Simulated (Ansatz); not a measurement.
Isomers of AlN$_{2}$ (doublet), relaxed with r2SCAN-D4/def2-TZVP; total energies from Ansatz at PBE0-D4/def2-TZVP.

```
isomer                                       description  energy (Eh)
     A  point group C∞v; 1 × Al–N 1.98 Å; 1 × N–N 1.13 Å   -351.70513
     B  point group C2v; 2 × Al–N 2.15 Å; 1 × N–N 1.16 Å   -351.70252
```

The isomers come from a short search, and lower ones may exist.

Q: Work out the relative energies (1 Eh = 2625.5 kJ/mol) and the Boltzmann populations at 298 K from electronic energies alone (R = 8.314 J/mol/K).

A: ΔE: A 0.0, B 6.9 kJ/mol. RT = 2.48 kJ/mol. Factors exp(−ΔE/RT): A 1, B 0.0619; sum 1.062. Populations: A 94.2 %, B 5.8 %. Zero-point energy, vibrational entropy and symmetry numbers are left out and can shift these; an error of 4 kJ/mol changes a ratio by a factor of 5.0. Over the other density-functional and correlated levels in def2 sets, the gap between A and B ranges from -3 to 11 kJ/mol.
